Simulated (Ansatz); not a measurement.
A calculation with Ansatz (development build ahead of 0.2.0).

```yaml
crystal:
  periodic: [false, false, false]
  atoms:
    - { symbol: C, position_ang: [0.0, 0.867, 0.0] }
    - { symbol: C, position_ang: [0.75084, -0.4335, 0.0] }
    - { symbol: C, position_ang: [-0.75084, -0.4335, 0.0] }
    - { symbol: H, position_ang: [0.0, 1.45576, 0.91053] }
    - { symbol: H, position_ang: [0.0, 1.45576, -0.91053] }
    - { symbol: H, position_ang: [1.26073, -0.72788, -0.91053] }
    - { symbol: H, position_ang: [1.26073, -0.72788, 0.91053] }
    - { symbol: H, position_ang: [-1.26073, -0.72788, 0.91053] }
    - { symbol: H, position_ang: [-1.26073, -0.72788, -0.91053] }
basis:
  gaussian: { orbitals: cc-pVDZ }
hamiltonian:
  xc: hf
correlation:
  method: ccsd_t
  frozen_orbitals: { C: 1, H: 0 }
scf:
  omitted_lower_state_checks: [stability, starts, atomic_configurations, cluster_reference, orbital_swaps, given_window_search, neighbouring_geometries, increment]
```

The input is written out in the form of the current development build from the run's settings.

The run gave:

* Converged: yes
* Reference energy: -117.06728 hartree
* CCSD correlation energy: -0.46210 hartree
* Triples correction: -0.01389 hartree
* Total energy: -117.54327 hartree
* Spin squared of the determinant: 0.000
* T1 diagnostic: 0.006
* Largest doubles amplitude: 0.04
* Occupied orbitals by symmetry in an Abelian subgroup (alpha; beta): 6 A1 1 A2 2 B1 3 B2; 6 A1 1 A2 2 B1 3 B2
